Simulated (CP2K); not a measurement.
# CH3F (fluoromethane): a chain of runs, part 2 of 2

CP2K 2026.2.

## Step 3: Molecular dynamics at RM1 (NVT dynamics, thermostat NOSE) (run 2)

Input file gas.inp:

```
&global
   project_name gas
   run_type MD
   print_level LOW
   seed 4022
&end global

&force_eval
   method QS
   &dft
      &qs
         method RM1
         eps_default 1.0E-10
         &se
            &coulomb
               cutoff [angstrom] 50
               rc_range [angstrom] 0
            &end coulomb
            &exchange
               cutoff [angstrom] 50
               rc_range [angstrom] 0
            &end exchange
         &end se
      &end qs
      &poisson
         periodic NONE
         poisson_solver ANALYTIC
      &end poisson
      &scf
         scf_guess ATOMIC
         eps_scf 1.0E-07
         max_scf 100
         added_mos 2
         &diagonalization
            algorithm STANDARD
         &end diagonalization
         &mixing
            method DIRECT_P_MIXING
            alpha 0.4
         &end mixing
      &end scf
      &print
         &moments
            periodic F
            reference COM
            max_moment 1
         &end moments
         &mulliken OFF
         &end mulliken
         &hirshfeld OFF
         &end hirshfeld
      &end print
   &end dft
   &subsys
      &cell
         abc 18 17.5 17.8
         periodic NONE
      &end cell
      &coord
         C      8.878082     8.729483     8.795907
         F      9.999304     8.001378     8.623124
         H      7.989515     8.080978     8.732965
         H      8.804804     9.506178     8.017796
         H      8.889895     9.218232     9.783359
      &end coord
      &topology
         &center_coordinates
         &end center_coordinates
      &end topology
   &end subsys
&end force_eval

&motion
   &md
      ensemble NVT
      steps 50
      timestep 0.25
      temperature 500
      &thermostat
         type NOSE
         region GLOBAL
         &nose
            length 3
            timecon [fs] 50
         &end nose
      &end thermostat
   &end md
   &print
      &trajectory
         &each
            md 1
         &end each
      &end trajectory
      &forces ON
         &each
            md 1
         &end each
      &end forces
      &restart OFF
      &end restart
      &restart_history OFF
      &end restart_history
   &end print
&end motion
```

On the command line:

```bash
OMP_NUM_THREADS=1 cp2k.psmp -i gas.inp > gas.out 2>&1
```

The log of the run:

```text
CP2K| version string:                                       CP2K version 2026.2
 CP2K| Input file name                                                   gas.inp

 GLOBAL| Basis set file name                                           BASIS_SET
 GLOBAL| Potential file name                                           POTENTIAL
 GLOBAL| Coordinate file name                                      __STD_INPUT__
 GLOBAL| Method name                                                        CP2K
 GLOBAL| Project name                                                        gas
 GLOBAL| Run type                                                             MD
 GLOBAL| FFT library                                                       FFTW3
 GLOBAL| Diagonalization library                                       ScaLAPACK
 GLOBAL| Global print level                                                  LOW
 GLOBAL| Total number of message passing processes                             1
 GLOBAL| Number of threads for this process                                    1
 GLOBAL| CPU model name                                                  UNKNOWN

 GENERATE|  Preliminary Number of Bonds generated:                             0
 GENERATE|  Achieved consistency in connectivity generation.

                                   2008 - 2015

 SEMIEMPIRICAL|                             Coulomb Integral cutoff/taper values
 SEMIEMPIRICAL| Cutoff [a.u.]                                             94.486
 SEMIEMPIRICAL| Taper  [a.u.]                                             94.486
 SEMIEMPIRICAL| Range  [a.u.]                                              0.000

 SEMIEMPIRICAL|                            Exchange Integral cutoff/taper values
 SEMIEMPIRICAL| Cutoff [a.u.]                                             94.486
 SEMIEMPIRICAL| Taper  [a.u.]                                             94.486
 SEMIEMPIRICAL| Range  [a.u.]                                              0.000

 TOTAL NUMBERS AND MAXIMUM NUMBERS

  Total number of            - Atomic kinds:                                   3
                             - Atoms:                                          5
                             - Shell sets:                                     7
                             - Shells:                                         7
                             - Primitive Cartesian functions:                 42
                             - Cartesian basis functions:                     11
                             - Spherical basis functions:                     11

  Maximum angular momentum of the orbital basis functions:                     1

 SCF PARAMETERS         Density guess:                                    ATOMIC
                        --------------------------------------------------------
                        max_scf:                                             100
                        max_scf_history:                                       0
                        max_diis:                                              4
                        --------------------------------------------------------
                        eps_scf:                                        1.00E-07
                        eps_scf_history:                                0.00E+00
                        eps_diis:                                       1.00E-01
                        eps_eigval:                                     1.00E-05
                        --------------------------------------------------------
                        level_shift [a.u.]:                             0.000000
                        added MOs                                         2    0
                        --------------------------------------------------------
                        Mixing method:                           DIRECT_P_MIXING
                        --------------------------------------------------------
                        No outer SCF

 MD_PAR| Molecular dynamics protocol (MD input parameters)
 MD_PAR| Ensemble type                                                       NVT
 MD_PAR| Number of time steps                                                 50
 MD_PAR| Time step [fs]                                                 0.250000
 MD_PAR| Temperature [K]                                              500.000000
 MD_PAR| Temperature tolerance [K]                                      0.000000
 MD_PAR| Print MD information every                                    1 step(s)
 MD_PAR| File type   Print frequency [steps]                          File names
 MD_PAR| Coordinates          1                                    gas-pos-1.xyz
 MD_PAR| Velocities           1                                    gas-vel-1.xyz
 MD_PAR| Energies             1                                       gas-1.ener
 MD_PAR| Dump                20                                    gas-1.restart

 ROT| Rotational analysis information
 ROT| Principal axes and moments of inertia [a.u.]
 ROT|                           1                   2                   3
 ROT| Eigenvalues      2.10445834491E+04   1.23678723847E+05   1.23678758702E+05
 ROT|      x             -0.831761004337      0.061569640260     -0.551708991284
 ROT|      y              0.540133790993     -0.139710227223     -0.829901524421
 ROT|      z              0.128176126843      0.988276394440     -0.082949675707
 ROT| Number of rotovibrational vectors                                        6

[... 38 lines left out ...]
  Step     Update method      Time    Convergence         Total energy    Change
[... 63 lines left out ...]
  Step     Update method      Time    Convergence         Total energy    Change
[... 59 lines left out ...]
  Step     Update method      Time    Convergence         Total energy    Change
[... 60 lines left out ...]
  Step     Update method      Time    Convergence         Total energy    Change
[... 60 lines left out ...]
  Step     Update method      Time    Convergence         Total energy    Change
[... 60 lines left out ...]
  Step     Update method      Time    Convergence         Total energy    Change
[... 60 lines left out ...]
  Step     Update method      Time    Convergence         Total energy    Change
[... 60 lines left out ...]
  Step     Update method      Time    Convergence         Total energy    Change
[... 62 lines left out ...]
  Step     Update method      Time    Convergence         Total energy    Change
[... 60 lines left out ...]
  Step     Update method      Time    Convergence         Total energy    Change
[... 60 lines left out ...]
  Step     Update method      Time    Convergence         Total energy    Change
[... 58 lines left out ...]
  Step     Update method      Time    Convergence         Total energy    Change
[... 58 lines left out ...]
  Step     Update method      Time    Convergence         Total energy    Change
[... 58 lines left out ...]
  Step     Update method      Time    Convergence         Total energy    Change
[... 58 lines left out ...]
  Step     Update method      Time    Convergence         Total energy    Change
[... 58 lines left out ...]
  Step     Update method      Time    Convergence         Total energy    Change
[... 58 lines left out ...]
  Step     Update method      Time    Convergence         Total energy    Change
[... 59 lines left out ...]
  Step     Update method      Time    Convergence         Total energy    Change
[... 60 lines left out ...]
  Step     Update method      Time    Convergence         Total energy    Change
[... 60 lines left out ...]
  Step     Update method      Time    Convergence         Total energy    Change
[... 60 lines left out ...]
  Step     Update method      Time    Convergence         Total energy    Change
[... 63 lines left out ...]
  Step     Update method      Time    Convergence         Total energy    Change
[... 38 lines left out ...]
  *** SCF run converged in    10 steps ***
[... 60 lines left out ...]
  *** SCF run converged in    10 steps ***
[... 60 lines left out ...]
  *** SCF run converged in    10 steps ***
[... 60 lines left out ...]
  *** SCF run converged in    10 steps ***
[... 60 lines left out ...]
  *** SCF run converged in    10 steps ***
[... 62 lines left out ...]
  *** SCF run converged in    12 steps ***
[... 60 lines left out ...]
  *** SCF run converged in    10 steps ***
[... 60 lines left out ...]
  *** SCF run converged in    10 steps ***
[... 60 lines left out ...]
  *** SCF run converged in    10 steps ***
[... 60 lines left out ...]
  *** SCF run converged in    10 steps ***
[... 60 lines left out ...]
  *** SCF run converged in    10 steps ***
[... 60 lines left out ...]
  *** SCF run converged in    10 steps ***
[... 60 lines left out ...]
  *** SCF run converged in    10 steps ***
[... 60 lines left out ...]
  *** SCF run converged in    10 steps ***
[... 62 lines left out ...]
  *** SCF run converged in    12 steps ***
[... 62 lines left out ...]
  *** SCF run converged in    12 steps ***
[... 62 lines left out ...]
  *** SCF run converged in    12 steps ***
[... 62 lines left out ...]
  *** SCF run converged in    12 steps ***
[... 62 lines left out ...]
  *** SCF run converged in    12 steps ***
[... 62 lines left out ...]
  *** SCF run converged in    12 steps ***
[... 62 lines left out ...]
  *** SCF run converged in    12 steps ***
[... 62 lines left out ...]
  *** SCF run converged in    12 steps ***
[... 6 lines left out ...]
  Total energy [eV]:                                         -655.60312889129955

  Atomic reference energy [eV]:                               653.35278589073698
  Heat of formation [kcal/mol]:                               -51.89414651421654

 SE_DIPOLE| Dipole type                                             non-periodic
 SE_DIPOLE| Moment [a.u.]           0.54221916      -0.42358198      -0.05018848
 SE_DIPOLE| Moment [Debye]          1.37818350      -1.07663790      -0.12756637
 SE_DIPOLE| Derivative [a.u.]      -0.00008547      -0.00014469       0.00005167

 ENERGY| Total FORCE_EVAL ( QS ) energy [hartree]            -24.092972718597700

 MD| ***************************************************************************
 MD| Step number                                                              49
 MD| Time [fs]                                                         12.250000
 MD| Conserved quantity [hartree]                            -0.240866418062E+02
 MD| ---------------------------------------------------------------------------
 MD|                                          Instantaneous             Averages
 MD| CPU time per MD step [s]                      0.013260             0.012132
 MD| Energy drift per atom [K]           0.274136171722E+00   0.396236115459E+00
 MD| Potential energy [hartree]         -0.240929727186E+02  -0.240920679338E+02
 MD| Kinetic energy [hartree]            0.621103751029E-02   0.494142570155E-02
 MD| Temperature [K]                             435.841818           346.750436
 MD| ***************************************************************************
 MD| Estimated peak process memory after this step [MiB]                     141

 --------------------------
 MD STEP:           50 / 50
 --------------------------

 Extrapolation method: ASPC

 Number of electrons:                                                         14
 Number of occupied orbitals:                                                  7
 Number of molecular orbitals:                                                 9

 Number of orbital functions:                                                 11
 Number of independent orbital functions:                                     11

 SCF WAVEFUNCTION OPTIMIZATION

  Step     Update method      Time    Convergence         Total energy    Change
  ------------------------------------------------------------------------------
     1 P_Mix/Diag. 0.40E+00    0.0     0.00080144       -24.0926110486 -2.41E+01
     2 P_Mix/Diag. 0.40E+00    0.0     0.00062123       -24.0926126599 -1.61E-06
     3 DIIS/Diag.  0.82E-04    0.0     0.00079577       -24.0926138790 -1.22E-06
     4 DIIS/Diag.  0.31E-04    0.0     0.00005211       -24.0926165094 -2.63E-06
     5 DIIS/Diag.  0.48E-04    0.0     0.00003430       -24.0926164970  1.24E-08
     6 DIIS/Diag.  0.37E-04    0.0     0.00011156       -24.0926165057 -8.73E-09
     7 DIIS/Diag.  0.53E-06    0.0     0.00000087       -24.0926165181 -1.23E-08
     8 DIIS/Diag.  0.26E-06    0.0     0.00000039       -24.0926165181 -1.70E-12
     9 DIIS/Diag.  0.15E-06    0.0     0.00000018       -24.0926165181 -3.48E-13
    10 DIIS/Diag.  0.17E-06    0.0     0.00000052       -24.0926165181  3.91E-14
    11 DIIS/Diag.  0.29E-07    0.0     0.00000023       -24.0926165181 -2.20E-13
    12 DIIS/Diag.  0.80E-07    0.0     0.00000008       -24.0926165181  4.26E-14

  *** SCF run converged in    12 steps ***

  Core-core repulsion energy [eV]:                            525.88963668228382
  Core Hamiltonian energy [eV]:                             -1081.84635028105004
  Two-electron integral energy [eV]:                         -199.27344516553026
  Electronic energy [eV]:                                   -1181.48307286381532

  Total energy [eV]:                                         -655.59343618153139

  Atomic reference energy [eV]:                               653.35278589073698
  Heat of formation [kcal/mol]:                               -51.67062729927899

 SE_DIPOLE| Dipole type                                             non-periodic
 SE_DIPOLE| Moment [a.u.]           0.54307679      -0.42524939      -0.04990713
 SE_DIPOLE| Moment [Debye]          1.38036338      -1.08087603      -0.12685126
 SE_DIPOLE| Derivative [a.u.]      -0.00008939      -0.00014053       0.00005124

 ENERGY| Total FORCE_EVAL ( QS ) energy [hartree]            -24.092616518052388

 MD| ***************************************************************************
 MD| Step number                                                              50
 MD| Time [fs]                                                         12.500000
 MD| Conserved quantity [hartree]                            -0.240866403186E+02
 MD| ---------------------------------------------------------------------------
 MD|                                          Instantaneous             Averages
 MD| CPU time per MD step [s]                      0.013381             0.012157
 MD| Energy drift per atom [K]           0.368089108871E+00   0.395673175328E+00
 MD| Potential energy [hartree]         -0.240926165181E+02  -0.240920789055E+02
 MD| Kinetic energy [hartree]            0.587667305751E-02   0.496013064867E-02
 MD| Temperature [K]                             412.378748           348.063002
 MD| ***************************************************************************
 MD| Estimated peak process memory after this step [MiB]                     141

 MEMORY| Estimated peak process memory [MiB]                                 141

 -------------------------------------------------------------------------------
 -                                                                             -
 -                                T I M I N G                                  -
 -                                                                             -
 -------------------------------------------------------------------------------
 SUBROUTINE                       CALLS  ASD         SELF TIME        TOTAL TIME
                                MAXIMUM       AVERAGE  MAXIMUM  AVERAGE  MAXIMUM
 CP2K                                 1  1.0    0.002    0.002    0.616    0.616
 qs_mol_dyn_low                       1  2.0    0.003    0.003    0.611    0.611
 qs_forces                           51  4.0    0.002    0.002    0.522    0.522
 velocity_verlet                     50  3.0    0.004    0.004    0.512    0.512
 qs_energies                         51  5.0    0.001    0.001    0.490    0.490
 scf_env_do_scf                      51  6.0    0.001    0.001    0.429    0.429
 scf_env_do_scf_inner_loop          528  7.0    0.012    0.012    0.428    0.428
 qs_scf_new_mos                     528  8.0    0.002    0.002    0.305    0.305
 calculate_dm_sparse                578  9.0    0.001    0.001    0.227    0.227
 cp_dbcsr_plus_fm_fm_t              578 10.0    0.003    0.003    0.225    0.225
 dbcsr_multiply_generic             578 11.0    0.010    0.010    0.170    0.170
 rebuild_ks_matrix                  579  8.7    0.001    0.001    0.094    0.094
 make_m2s                          1156 12.0    0.006    0.006    0.094    0.094
 build_se_fock_matrix               579  9.7    0.002    0.002    0.093    0.093
 qs_ks_update_qs_env                528  8.0    0.001    0.001    0.088    0.088
 -------------------------------------------------------------------------------

 -------------------------------------------------------------------------------
```

Wall time 0.78 s (1 thread of Arm Neoverse V2, shared host).

The path in brief:

| step | potential energy change (eV) | largest force (eV/Å) | temperature (K) |
| --- | --- | --- | --- |
| 0 | 0.0000 | 0.0076 | 500 |
| 3 | 0.0120 | 0.9329 | 472 |
| 6 | 0.0416 | 1.7597 | 399 |
| 9 | 0.0746 | 2.4120 | 317 |
| 12 | 0.0971 | 2.8388 | 261 |
| 15 | 0.1022 | 3.0058 | 250 |
| 18 | 0.0923 | 2.9008 | 277 |
| 21 | 0.0780 | 2.5484 | 316 |
| 24 | 0.0721 | 2.0406 | 334 |
| 27 | 0.0811 | 1.5861 | 313 |
| 30 | 0.0986 | 1.5121 | 271 |
| 33 | 0.1080 | 1.8244 | 249 |
| 36 | 0.0955 | 1.7860 | 284 |
| 39 | 0.0645 | 1.5529 | 366 |
| 42 | 0.0336 | 1.2164 | 450 |
| 45 | 0.0219 | 0.9817 | 484 |
| 48 | 0.0348 | 1.2383 | 456 |
| 50 | 0.0530 | 1.3839 | 412 |

## Step 4: Results

The summary covers parts 1 to 2.

| quantity | value |
| --- | --- |
| run 1, RM1: total energy at the end | -24.09456 Eh |
| run 1, RM1: dipole moment | 1.69 D |
| run 1, RM1: heat of formation | -52.9 kcal/mol |
| run 2, RM1: potential energy of the last frame | -24.09262 Eh |

In words: The optimisation (run 1, RM1) took 3 steps. At RM1: Experiment gives 1.85 D for the dipole moment (NIST CCCBDB), so the computed value is 0.16 D (9 %) too low. At RM1: The measured heat of formation at 298 K is -56.5 kcal/mol (Active Thermochemical Tables); the method is off by +3.7 kcal/mol. The run spans only 12 fs, so it is not equilibrated: the temperature averages 360 K over its second half, against 500 K at the start, as kinetic energy flows into the vibrations of a start near a minimum.
